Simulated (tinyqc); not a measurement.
Inside a calculation. Method: RKS/PBE in the sto-3g basis, for OH-, spin multiplicity 1. The basis has no diffuse functions, so it cannot describe the extra electron: this is an exercise in the method, not the real anion. One step of it, computed by the program tinyqc.

Problem. Iteration 1: building the Kohn-Sham matrix. J_ij = sum D_kl (ij|kl); F = H + J + V_xc; E = tr D H + tr D J / 2 + E_xc + E_nn.

D at the start, lower triangle:
```
,1O 1s,1O 2s,1O 2px,1O 2py,1O 2pz,2H 1s
1O 1s,2.387188
1O 2s,-0.550866,2.345484
1O 2px,0.000000,0.000000,1.456076
1O 2py,0.000000,0.000000,0.000000,1.456076
1O 2pz,0.018847,-0.098837,0.000000,0.000000,1.326493
2H 1s,-0.024201,0.061327,0.000000,0.000000,0.128893,1.124779
```

core Hamiltonian H = T + V (hartree), lower triangle:
```
,1O 1s,1O 2s,1O 2px,1O 2py,1O 2pz,2H 1s
1O 1s,-32.196768
1O 2s,-7.488737,-8.814982
1O 2px,0.000000,0.000000,-6.975104
1O 2py,0.000000,0.000000,0.000000,-6.975104
1O 2pz,-0.017176,-0.198092,0.000000,0.000000,-7.114611
2H 1s,-1.924449,-3.810869,0.000000,0.000000,-2.602733,-4.915150
```

Two-electron integrals (ij|kl) in chemists' order, unique and non-zero (hartree):
```
i,j,k,l,(ij|kl)
1,1,1,1,4.785065
2,1,1,1,0.741380
2,1,2,1,0.136873
2,2,1,1,1.118947
2,2,2,1,0.256633
2,2,2,2,0.817206
3,1,3,1,0.024477
3,2,3,1,0.037809
3,2,3,2,0.180518
3,3,1,1,1.115814
3,3,2,1,0.256684
3,3,2,2,0.817023
3,3,3,3,0.880159
4,1,4,1,0.024477
4,2,4,1,0.037809
4,2,4,2,0.180518
4,3,4,3,0.047444
4,4,1,1,1.115814
4,4,2,1,0.256684
4,4,2,2,0.817023
4,4,3,3,0.785270
4,4,4,4,0.880159
5,1,5,1,0.024477
5,2,5,1,0.037809
5,2,5,2,0.180518
5,3,5,3,0.047444
5,4,5,4,0.047444
5,5,1,1,1.115814
5,5,2,1,0.256684
5,5,2,2,0.817023
5,5,3,3,0.785270
5,5,4,4,0.785270
5,5,5,5,0.880159
6,1,1,1,0.192353
6,1,2,1,0.035180
6,1,2,2,0.065429
6,1,3,3,0.065308
6,1,4,4,0.065308
6,1,5,1,0.001605
6,1,5,2,0.002990
6,1,5,5,0.065680
6,1,6,1,0.009158
6,2,1,1,0.437474
6,2,2,1,0.101459
6,2,2,2,0.354161
6,2,3,3,0.348417
6,2,4,4,0.348417
6,2,5,1,0.007542
6,2,5,2,0.056014
6,2,5,5,0.365324
6,2,6,1,0.026518
6,2,6,2,0.185193
6,3,3,1,0.010979
6,3,3,2,0.062575
6,3,5,3,0.011832
6,3,6,3,0.027382
6,4,4,1,0.010979
6,4,4,2,0.062575
6,4,5,4,0.011832
6,4,6,4,0.027382
6,5,1,1,0.301698
6,5,2,1,0.070923
6,5,2,2,0.264499
6,5,3,3,0.252322
6,5,4,4,0.252322
6,5,5,1,0.015644
6,5,5,2,0.102612
6,5,5,5,0.288567
6,5,6,1,0.019412
6,5,6,2,0.168015
6,5,6,5,0.178211
6,6,1,1,0.555127
6,6,2,1,0.130829
6,6,2,2,0.520535
6,6,3,3,0.499314
6,6,4,4,0.499314
6,6,5,1,0.013362
6,6,5,2,0.133562
6,6,5,5,0.562362
6,6,6,1,0.034555
6,6,6,2,0.332501
6,6,6,5,0.344920
6,6,6,6,0.774606
```

nuclear repulsion = 4.65210735 hartree

V_xc (hartree), lower triangle:
```
,1O 1s,1O 2s,1O 2px,1O 2py,1O 2pz,2H 1s
1O 1s,-3.207017
1O 2s,-0.432290,-0.808802
1O 2px,0.000000,0.000000,-0.797289
1O 2py,0.000000,0.000000,0.000000,-0.797289
1O 2pz,-0.000103,-0.015844,0.000000,0.000000,-0.813697
2H 1s,-0.113282,-0.348861,0.000000,0.000000,-0.273913,-0.540777
```

E_xc = sum of w rho eps_xc = -10.24796642 hartree

Give: Coulomb J; Kohn-Sham matrix F; total energy of this density.

Solution.

Coulomb J (hartree), lower triangle:
```
,1O 1s,1O 2s,1O 2px,1O 2py,1O 2pz,2H 1s
1O 1s,18.707
1O 2s,3.485,8.462
1O 2px,0.000,0.000,8.430
1O 2py,0.000,0.000,0.000,8.430
1O 2pz,0.013,0.149,0.000,0.000,8.500
2H 1s,0.897,3.690,0.000,0.000,2.814,5.575
```

Kohn-Sham matrix F (hartree), lower triangle:
```
,1O 1s,1O 2s,1O 2px,1O 2py,1O 2pz,2H 1s
1O 1s,-16.697
1O 2s,-4.436,-1.162
1O 2px,0.000,0.000,0.658
1O 2py,0.000,0.000,0.000,0.658
1O 2pz,-0.004,-0.065,0.000,0.000,0.572
2H 1s,-1.140,-0.469,0.000,0.000,-0.063,0.119
```

total energy of this density = -79.23268 hartree

This density is the starting one; it is not idempotent, so its energy is not variational and may lie below the converged one.
